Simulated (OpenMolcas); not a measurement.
# SiNH4O (SMILES N[SiH]O): an attempt with OpenMolcas

Aim: energy and gradient of SiNH4O.

The results are computed with OpenMolcas 26.06.

1 further run of the same task is left out (set aside as unsound or not needed).

## (1) Starting point

SiNH4O has 7 atoms, charge 0, and is taken as a doublet. As SMILES, `N[SiH]O`. The coordinates come from a PBE0-D4/def2-TZVP relaxation. This is one conformer, not always the lowest.

Bond lengths: N1–Si2 1.723 Å, Si2–O3 1.649 Å, N1–H4 1.008 Å, N1–H5 1.009 Å, Si2–H6 1.500 Å, O3–H7 0.961 Å. Angles: N1–Si2–O3 109.4°, N1–Si2–H6 104.3°, O3–Si2–H6 112.7°, Si2–N1–H4 120.5°, Si2–N1–H5 118.7°, Si2–O3–H7 115.8°, H4–N1–H5 110.8°.

## (2) The run

File struct.xyz:

```xyz
7

N     -0.694900     0.548300    -0.575200
Si     0.293100     0.159000     0.781300
O      1.622900    -0.672400     0.270300
H     -0.355900     1.168100    -1.294800
H     -1.685800     0.673200    -0.432900
H     -0.599100    -0.661900     1.664700
H      1.480900    -1.282400    -0.459000
```

File test.inp:

```
* H4NOSi Kohn-Sham DFT

&GATEWAY
  Coord=struct.xyz
  Basis=ANO-XS-MB
  Group=NoSym
  RICD
  RF-Input
  PCM-Model
  Solvent=dmso-d6
  End of RF-Input

&SEWARD
  Relativistic=R02O02
  Expert

&SCF
  UHF
  Spin=2
  KSDFT=2
  1.0 HYB_MGGA_X_BMK
  1.0 GGA_C_BMK
  PrOrbitals=1 1

&ALASKA
```

Run with:

```bash
export MOLCAS_MEM=1860
pymolcas test.inp > test.log
```

The log of the run:

```text
--- Start Module: gateway ---

                                              &GATEWAY

                       available to each process: 1.9 GB of memory, 1 thread

  Unrecognized solvent: dmso-d6
 Allowed solvents are:
 WATER
 ACETONITRILE
 METHANOL
 ETHANOL
 ISOQUINOLINE
 QUINOLINE
 CHLOROFORM
 ETHYLETHER
 METHYLENECHLORIDE
 DICHLOROETHANE
 CARBONTETRACHLORIDE
 BENZENE
 TOLUENE
 CHLOROBENZENE
 NITROMETHANE
 HEPTANE
 CYCLOHEXANE
 ANILINE
 ACETONE
 TETRAHYDROFURAN
 DIMETHYLSULFOXIDE
 ARGON
 KRYPTON
 XENON

--- Stop Module: gateway /rc=-6 ---

.########################.
.# Non-zero return code #.
.########################.

    Timing: Wall=0.05 User=0.03 System=0.02
```

Wall time 0.28 s (1 thread of Arm Neoverse V1, shared host).

## (3) What went wrong

The program stopped with an error.

The telling line is `Unrecognized solvent: dmso-d6`. The fault: the input names a solvent that the program doesn't know.
